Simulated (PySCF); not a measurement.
Highest orbital energy against ionisation energy along the third row

Calculated with PySCF 2.14, no spin-orbit coupling. Each cell gives −ε(HOMO) / ΔSCF in eV; NIST values include spin-orbit coupling, (s) semi-empirical, (t) theoretical.

| species | UHF | LDA | PBE | PBE0 | r2SCAN | NIST (lowest levels) |
| --- | --- | --- | --- | --- | --- | --- |
| Mg (aug-cc-pVQZ, non-relativistic) | 6.886 / 6.606 | 4.775 / 7.722 | 4.699 / 7.614 | 5.427 / 7.542 | 4.812 / 7.371 | 7.646 |
| Al (aug-cc-pV(Q+d)Z, non-relativistic) | 5.944 / 5.608 | 3.011 / 6.030 | 3.093 / 6.077 | 3.908 / 6.097 | 3.349 / 6.181 | 5.986 |
| Si (aug-cc-pV(Q+d)Z, non-relativistic) | 8.200 / 7.637 | 4.573 / 8.232 | 4.607 / 8.198 | 5.629 / 8.219 | 4.912 / 8.323 | 8.152 |
| P (aug-cc-pV(Q+d)Z, non-relativistic) | 10.669 / 9.906 | 6.297 / 10.578 | 6.295 / 10.490 | 7.535 / 10.530 | 6.694 / 10.625 | 10.487 |
| S (aug-cc-pV(Q+d)Z, non-relativistic) | 10.329 / 9.239 | 6.169 / 10.566 | 6.161 / 10.431 | 7.423 / 10.406 | 6.421 / 10.378 | 10.360 |
| Cl (aug-cc-pV(Q+d)Z, non-relativistic) | 13.087 / 11.766 | 8.210 / 13.203 | 8.136 / 12.973 | 9.605 / 12.956 | 8.456 / 12.995 | 12.968 |
| Ar (aug-cc-pV(Q+d)Z, non-relativistic) | 16.084 / 14.549 | 10.407 / 15.992 | 10.290 / 15.705 | 11.983 / 15.715 | 10.731 / 15.754 | 15.760 |

Task: How far is −ε(HOMO) from ΔSCF on average for each method, and why?

Result: UHF 0.84 eV; LDA -4.13 eV; PBE -4.03 eV; PBE0 -2.85 eV; r2SCAN -3.75 eV. Hartree-Fock orbital energies lack relaxation and so exceed the ΔSCF value; semilocal functionals have convex E(N) from self-interaction, so their HOMO lies far too high; exact exchange moves hybrids part of the way back.
